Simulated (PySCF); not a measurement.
Species, as SMILES: B(F)(F)F.
Geometry (B3LYP-D3(BJ)/def2-TZVP, fixed):
```
B
F 1 1.3156
F 1 1.3156 2 120.00
F 1 1.3156 2 120.00 3 -180.00
```

Basis-set convergence of the mean static polarisability at PBE0 with PySCF. All functions are spherical. Density fitting with generated auxiliary sets. No added dispersion term, no relativity. Reference: the value in d-aug-cc-pVTZ, 16.11 bohr³, itself unsure by roughly 0.6 % (its mean distance from aug-cc-pVQZ, aug-pcseg-2, aug-cc-pVTZ). Deviations are taken from unrounded values.

```tsv
basis	functions	mean static polarisability (bohr³)
cc-pVDZ	56	11.26
aug-cc-pVDZ	92	15.64
def2-SVP	56	10.78
def2-SVPD	89	15.79
pcseg-1	56	11.20
aug-pcseg-1	92	16.01
6-311G**	72	11.49
6-311+G**	88	13.52
cc-pVTZ	120	13.61
aug-cc-pVTZ	184	15.99
pcseg-2	120	13.79
aug-pcseg-2	184	16.00
def2-TZVPP	124	14.26
def2-TZVPPD	157	16.05
cc-pVQZ	220	14.87
aug-cc-pVQZ	320	16.06
def2-QZVPP	228	15.29
def2-QZVPPD	261	16.07
```

What the diffuse functions change, pair by pair:
- cc-pVDZ to aug-cc-pVDZ: 36 more functions, deviation -30.1 to -2.9 %
- def2-SVP to def2-SVPD: 33 more functions, deviation -33.1 to -2.0 %
- pcseg-1 to aug-pcseg-1: 36 more functions, deviation -30.4 to -0.6 %
- 6-311G** to 6-311+G**: 16 more functions, deviation -28.6 to -16.1 %
- cc-pVTZ to aug-cc-pVTZ: 64 more functions, deviation -15.5 to -0.7 %
- pcseg-2 to aug-pcseg-2: 64 more functions, deviation -14.4 to -0.7 %
- def2-TZVPP to def2-TZVPPD: 33 more functions, deviation -11.5 to -0.3 %
- cc-pVQZ to aug-cc-pVQZ: 100 more functions, deviation -7.7 to -0.3 %
- def2-QZVPP to def2-QZVPPD: 33 more functions, deviation -5.1 to -0.2 %

They bring the value nearer the reference by more than 0.6 % in 9 of 9 pairs.
